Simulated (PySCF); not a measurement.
NaLi: from constants to spectrum

PBE0 constants of NaLi, ¹Σ⁺ (singlet), closed shell (basis Na def2-TZVP, Li def2-TZVP; no relativity; PySCF 2.14; masses 22.9898 and 7.0160 u):

| Item | Value |
| --- | --- |
| ωe | 252.2 cm⁻¹ |
| ωexe | 1.29 cm⁻¹ |
| Be | 0.36598 cm⁻¹ |
| αe | 0.00275 cm⁻¹ |
| D (centrifugal) | 3.08e-06 cm⁻¹ |
| De to Na + Li | 0.74 eV |

Q: Give the band origin of the fundamental and the first lines of its P and R branches.

A: ν0 = ωe − 2ωexe = 249.6 cm⁻¹, B0 = 0.36461, B1 = 0.36186 cm⁻¹.

| J″ | P(J″) − ν0 | R(J″) − ν0 |
| --- | --- | --- |
| 0 |  | 0.724 |
| 1 | -0.729 | 1.442 |
| 2 | -1.464 | 2.154 |
| 3 | -2.204 | 2.861 |
| 4 | -2.949 | 3.562 |
| 5 | -3.700 | 4.257 |
| 6 | -4.455 | 4.946 |

Q: Near which J would the R branch turn back, without centrifugal distortion?

A: At J ≈ (B0 + B1)/(2(B0 − B1)) − 1 ≈ 130.

Closed-shell solutions of metal pairs were not tested for spin polarisation, which can lower them a little.
